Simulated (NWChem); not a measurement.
Species: SiH$_{3}$, doublet; SMILES [SiH3]

```xyz
4

Si     0.0000     0.0000     0.1558
H      0.3891     1.3615    -0.2950
H      0.9846    -1.0178    -0.2950
H     -1.3737    -0.3438    -0.2950
```
Atoms are numbered in this order, from 1.

Results from NWChem. Spin-unrestricted. In the optimisation the excess spin sits in a (C3, its own frame). Coordinates come from a PBE0-D3(BJ)/def2-TZVP, spin-unrestricted optimisation. No stability test was run on the SCF state. Fermi-contact couplings, non-relativistic, static geometry.

Task: Estimate the computed values for UHF/IGLO-II. Quantities: A(iso) 29Si atom 1 (MHz); A(iso) 1H atom 4 (MHz); <S²>.

Result: 
```json
{
 "A(iso) 29Si atom 1 (MHz)": "-607",
 "A(iso) 1H atom 4 (MHz)": "2.3",
 "<S²>": "0.754"
}
```
